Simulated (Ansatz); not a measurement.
# Structural energy differences of boron

These are results of DFT, r2SCAN, plane waves (500 eV) with PAW, scalar-relativistic in Ansatz 0.2.0, not measurements. The PAW files were generated under PBE, with cores re-solved for the functional.

Each structure is relaxed within its own symmetry, so a high-lying one may be dynamically unstable.

(1) Rank these structures of boron by energy per atom, lowest first.
A. alpha-rhombohedral (B12)
B. simple cubic
C. diamond
D. bcc
E. fcc
F. A15

| structure | ΔE (meV/atom) | V (Å³/atom) | cell | magnetic state |
| --- | --- | --- | --- | --- |
| alpha-rhombohedral (B12) | 0 | 7.22 | a = 4.899 Å, c = 12.513 Å (c/a = 2.554) | spin not included |
| diamond | 996 | 8.33 | a = 4.054 Å | spin not included |
| simple cubic | 1209 | 6.69 | a = 1.884 Å | spin not included |
| fcc | 1460 | 5.82 | a = 2.855 Å | spin not included |
| A15 | 1653 | 6.07 | a = 3.647 Å | spin not included |
| bcc | 1836 | 6.04 | a = 2.295 Å | spin not included |

ΔE counts from alpha-rhombohedral (B12).

Differences under about 8 meV lie within the error of the k-point mesh.

Results:

(1) A (0 meV/atom), C (996 meV/atom), B (1209 meV/atom), E (1460 meV/atom), F (1653 meV/atom), D (1836 meV/atom).
